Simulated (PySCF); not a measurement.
## What the low excited states add to the polarisability

Species: ethanolamine, C2H7NO.
Atom-mapped SMILES: `[NH2:1][CH2:2][CH2:3][OH:4]` (hydrogens: H5, H6 on N1; H7, H8 on C2; H9, H10 on C3; H11 on O4)

Method used: PySCF, TDDFT wB97X-D/def2-SVPD, vertical, gas phase, core orbitals frozen in the response. Geometry: PBE0-D3(BJ)/def2-SVP, one conformer, isolated molecule. Torsions of this conformer, `[NH2:1][CH2:2][CH2:3][OH:4]`: N1–C2–C3–O4 51°, H–N1–C2–C3 -161°, H–N1–C2–C3 79°, H–O4–C3–C2 -35°.

Computed singlets:

```
state  E (eV)       f
   S1    6.92   0.013
   S2    7.63   0.019
   S3    8.16   0.053
   S4    8.23  0.0025
   S5    8.50   0.067
   S6    8.68   0.023
   S7    8.80   0.086
   S8    9.11   0.011
   S9    9.26   0.025
  S10    9.48  0.0095
```

**Question.** How much of the mean static polarisability do these states give, one by one?

**Answer.** Each state adds f / ΔE² (ΔE in hartree, 27.2114 eV).

```tsv
state	f/ΔE² (au)	running sum (au)	running share of α (%)
S1	0.20	0.20	0.5
S2	0.24	0.44	1.1
S3	0.59	1.03	2.5
S4	0.03	1.05	2.6
S5	0.68	1.74	4.2
S6	0.23	1.96	4.8
S7	0.82	2.78	6.8
S8	0.09	2.88	7.0
S9	0.22	3.10	7.6
S10	0.08	3.18	7.8
```

The full response gives 40.98 au (6.07 Å³), so 37.8 au comes from the higher roots of the same equations.

**Question.** By how much does the contribution of these states grow at 589.3 nm?

**Answer.** With ω = 0.0773 hartree each state's term in the mean polarisability goes from f / ΔE² to f / (ΔE² − ω²); the sum over all 10 states goes from 3.18 to 3.39 au, a rise of 0.21 au.

The largest single term belongs to S7, which also has the largest f.
